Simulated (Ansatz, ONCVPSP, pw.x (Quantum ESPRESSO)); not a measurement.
## La: does the ONCV potential hold in the solid?

| Item | Value |
| --- | --- |
| Element | lanthanum (La) |
| Generator | ONCVPSP 4.0.1.1 (patched build) |
| Type | optimised norm-conserving Vanderbilt (ONCV) |
| Functional | LDA (Perdew-Wang 92) |
| Relativity | scalar-relativistic |
| Frozen core | [Kr] 4d10 |
| Valence charge | 11 |
| Reference configuration | 5s2 5p6 5d1 6s1.75 (charge +0.25) |
| Partial waves | 5s+6s: rc 2.60 bohr, ncon 4, nbas 7, qcut 5.8 1/bohr, 3 projectors, debl 1.7 Ha; 5p: rc 2.25 bohr, ncon 4, nbas 7, qcut 6.5 1/bohr, 2 projectors, debl 1.9 Ha; 5d: rc 3.95 bohr, ncon 4, nbas 8, qcut 4.5 1/bohr, 2 projectors, debl 2.7 Ha; f scattering state at 0.13 Ha: rc 3.60 bohr, ncon 4, nbas 8, qcut 3.4 1/bohr, 2 projectors, debl 1.3 Ha |
| Local potential | polynomial inside 1.75 bohr (lpopt 5, dvloc0 -1 Ha) |
| Core correction | polynomial model core, fcfact 0.5 |

In the f channel the program set the typed energies aside and used -0.219, 1.081 Ha.

Atomic tests: cutoffs needed: 13 Ha and 15 Ha (the cutoffs (Ha) at which the residual kinetic energy of the hardest occupied pseudo-wave falls to 1 and 0.1 mHa per electron); ghost test: no bound ghost flagged; GHOST(+) flagged for s at 110.0 eV; largest excitation error: +14 meV (all-electron minus pseudo) for 5s2 5p6 5d0 6s0, out of 4 test configurations.

Crystal test: diamond La in pw.x 7.5, no spin, 8³ k-points, Fermi–Dirac smearing 0.01 Ry, cutoffs 50/200 Ry. The reference is all-electron LAPW (Ansatz 0.2.0) with the same functional, mesh and smearing; V0 and B0 come from Birch–Murnaghan fits to the pressures at five volumes. Errors are pseudo minus all-electron; Δ is the rms difference of the E(V) curves that follow from these fits, minima aligned, over ±6 % about the mean V0. Mesh and smearing are coarse, so the numbers serve the comparison and aren't converged zero-temperature values; the lattice is a test structure that the element need not adopt.

```json
{"V (Å³/atom)": "33.084", "P all-electron (GPa)": "3.15", "P pseudo (GPa)": "-21.61"}
{"V (Å³/atom)": "33.954", "P all-electron (GPa)": "1.35", "P pseudo (GPa)": "-17.87"}
{"V (Å³/atom)": "34.825", "P all-electron (GPa)": "-0.17", "P pseudo (GPa)": "-15.58"}
{"V (Å³/atom)": "35.696", "P all-electron (GPa)": "-1.46", "P pseudo (GPa)": "-14.16"}
{"V (Å³/atom)": "36.566", "P all-electron (GPa)": "-2.53", "P pseudo (GPa)": "-13.25"}
```

All-electron: a0 = 6.525 Å (V0 = 34.72 Å³/atom), B0 = 56.8 GPa.

Pseudopotential: mean pressure error (GPa): -16.56. The pressure does not cross zero within the volumes sampled, so no fit is given. The largest radius (3.95 bohr) exceeds half the bond length (2.67 bohr), so the spheres overlap, which is one possible source of error among others. This is a poor potential for the solid. The atomic tests give no hint of an error of this size, and its cause was not traced. The pseudo pressure rises with volume over the whole range, a mechanical instability.

Question: At the middle volume, how do free energy and pressure move when the wave cutoff is lowered (ecutrho kept at four times it)?

Answer:

```csv
cutoff (Ry),shift of F (meV/atom),shift of P (GPa)
22,+524.1,-5.45
30,+91.7,+0.99
40,+20.6,+0.82
```

The run at the middle volume (29 k-points, 8 iterations) took about 38 s on one core of a shared host (Neoverse-V1, 32 threads, 247 GiB, load 27).
